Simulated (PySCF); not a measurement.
Molfile (atoms numbered from 1):
```
CH3B
     RDKit          3D

  5  4  0  0  0  0  0  0  0  0999 V2000
    0.8085    0.0032    0.2080 B   0  0  0  0  0  0  0  0  0  0  0  0
   -0.5388   -0.0005   -0.1086 C   0  0  0  0  0  0  0  0  0  0  0  0
    1.9657    0.0067    0.4803 H   0  0  0  0  0  0  0  0  0  0  0  0
   -1.2330    0.7539    0.2771 H   0  0  0  0  0  0  0  0  0  0  0  0
   -0.9850   -0.7576   -0.7624 H   0  0  0  0  0  0  0  0  0  0  0  0
  1  2  2  0
  1  3  1  0
  2  4  1  0
  2  5  1  0
M  END
```

Computed data (PySCF 2.14.0 with density-fitted response routines): shielding tensors at PBE/pcSseg-2 (GIAO), geometry from PBE0-D3(BJ)/def2-SVP. Non-relativistic, one conformer, equivalent nuclei averaged, gas phase.

References, each an isolated molecule treated in the same way: 13C, 1H against TMS; BF3·OEt2 for 11B.

| atoms | nucleus | count | δ (ppm) |
| --- | --- | --- | --- |
| B1 | 11B | 1 | ? |
| H4/H5 | 1H | 2 | 4.02 |
| C2 | 13C | 1 | ? |
| H3 | 1H | 1 | 7.38 |

Task: Fill in the missing shifts.

Result: 
- C2: 51.5 ppm, carbon bonded to B, 2 H
- B1: 98.5 ppm, boron bonded to C, H

Hydrogens on boron are broadened and split by 11B (spin 3/2, 80 %) and 10B (spin 3). A carbon bonded to boron is broadened by the quadrupolar boron nucleus and is often missing from a measured spectrum. Shifts are as computed, not scaled to solution data. Of 1211 compounds with measured shifts, 218 miss one by over three times the rms of a fit or turn the order of signals round; such compounds aren't used in these exercises.
